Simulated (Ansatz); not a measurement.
Species: hydrogen peroxide, H₂O₂, charge 0, multiplicity 1. 
Geometry from a B3LYP-D3(BJ)/def2-TZVP (Ansatz, an electronic-structure program) optimisation:
```xyz
4

O      0.0155     0.7238    -0.0702
O     -0.0112    -0.7261    -0.0419
H      0.8057     0.8967     0.4614
H     -0.8394    -0.8786     0.4355
```

Basis-set convergence of Hartree-Fock and CCSD(T) correlation energies (hartree) with Ansatz. Valence correlation only, unless marked. No spin-orbit coupling. No relativistic terms.

```
basis    functions       E(HF)  E(corr, CCSD(T))
-------  ---------  ----------  ----------------
cc-pVDZ         38  -150.78392          -0.40985
cc-pVTZ         88  -150.83573          -0.52277
cc-pVQZ        170  -150.84801          -0.56010
```

Extrapolating the two largest sets (X = 3 and 4) as X^-3: E(corr) = (64·(-0.56010) - 27·(-0.52277))/37 = -0.5873 Eh, an estimate of the basis-set limit. The largest set recovers 95.4 % of it, the smallest 69.8 %.
